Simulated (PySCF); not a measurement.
# C4H2N: the cost of one run

The runs use PySCF 2.14.0, with density-fitted response routines of our own; the level of theory stands in each step. All values are computed, except where a source is named. Atoms are numbered from 0 throughout.

### 1 Starting geometry

7 atoms, charge 0, multiplicity 2; geometry from: GFN2-xTB.

Bonds of the start (Å): C0–C1 1.21, C1–C2 1.37, C2–C3 1.38, C3–N4 1.16, C0–H5 1.05, C2–H6 1.08.

### 2 Relaxing the molecule at PBE0-D3(BJ)/def2-TZVP

Job settings and geometry (Å):

```
{"job": {"xc": "PBE0", "basis": "def2-TZVP", "d3": "d3bj", "grid": 2, "kind": "geom"}, "charge": 0, "multiplicity": 2}
C      2.134550    -0.883810    -0.236050
C      0.953410    -0.753950     0.007920
C     -0.382360    -0.602790     0.282730
C     -1.034260     0.592630     0.062850
N     -1.592060     1.588090    -0.117380
H      3.155500    -0.998270    -0.448650
H     -0.947590    -1.433790     0.680350
```

**Question.** How long does this first job take on 4 threads of Arm Neoverse V2, shared host?

About 38 s.
